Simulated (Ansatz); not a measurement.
A made-up structure of CHFLi (charge +1), closed shell:

```xyz
4
angstrom
Li 1.6411 -0.2710 1.4225
C -0.1612 -0.0641 -0.1396
F -0.6176 1.2246 -0.5361
H -0.8624 -0.8895 -0.7467
```

It is relaxed with PBE-D4/def2-SVP and then PBE0-D4/def2-TZVP (Ansatz 0.2.0). Atoms count as bonded within 1.22 times the sum of their covalent radii (H–H: 0.88 Å). The end point is not checked to be a true minimum.

Problem. Does its bonding change? (Judge from chemistry; the calculation decides.)

Solution. The calculation gives: No: no bond forms or breaks.

Where it ends: The first stage lowers the energy by 0.62 eV in 5 steps. It ends as CHFLi ([Li][CH][F]), total charge +1:
```xyz
4
angstrom
Li 1.4653 -0.2414 1.2710
C -0.1440 -0.0576 -0.1248
F -0.5513 1.0930 -0.4789
H -0.7701 -0.7940 -0.6673
```

Labels in which every atom is bracketed show which atoms are joined, not bond orders.

For scale, one of the runs: PBE0-D4/def2-TZVP relaxation, 82 basis functions, launched by `ansatz run in.yaml --threads 2 --pin off --events-out ev --progress --plain --max-ram 4352MiB`. The run took about 6.5 s on 2 CPU threads of an Arm Neoverse V1 (shared host).
